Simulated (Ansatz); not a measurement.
C4H5F can be A, `FC1=CCC1`, or B, `CC1=C(F)C1`.

Calculated with Ansatz (gas phase, PBE0-D4/def2-TZVP geometries, no zero-point term in ΔE). CCSD(T)/CBS is the MP2 limit (def2-TZVPP, def2-QZVPP) plus CCSD(T) − MP2 in def2-TZVPP, frozen cores. Functionals use def2-TZVPP.

(1) Which isomer does CCSD(T)/CBS put lower? Give the gap. (An estimate is asked.)

(2) Give E(B) − E(A) in kJ/mol with HF/def2-TZVPP, CCSD(T)/def2-SVP, PBE0-D4, CCSD/def2-TZVPP, r2SCAN-D4, ωB97M-V, B2PLYP. (Best estimate.)

(3) Does the order hold for the free energy at 298.15 K (harmonic terms from PBE0-D4)? (Estimate.)

Largest T1 diagnostic: 0.011.

Answers

(1) Ansatz gave: A, by 118.8 kJ/mol.

(2) Computed: HF/def2-TZVPP 118.2, CCSD(T)/def2-SVP 108.0, PBE0-D4 113.0, CCSD/def2-TZVPP 118.6, r2SCAN-D4 109.6, ωB97M-V 115.8, B2PLYP 110.1. None reverses the order clearly.

(3) Ansatz gave: Yes: G(B) − G(A) = +110.6 kJ/mol.

From BLYP to BHLYP (50 % exact exchange), in def2-TZVPP and without D4, E(B) − E(A) moves by +15.1 kJ/mol. Leaving LDA and LC-ωPBE aside and taking each functional with its dispersion term where it has one, the values, not all of them listed here, spread over 15.0 kJ/mol, from BLYP-D4 to PBE-QIDH. LDA lies +9.3 kJ/mol from PBE without D4.
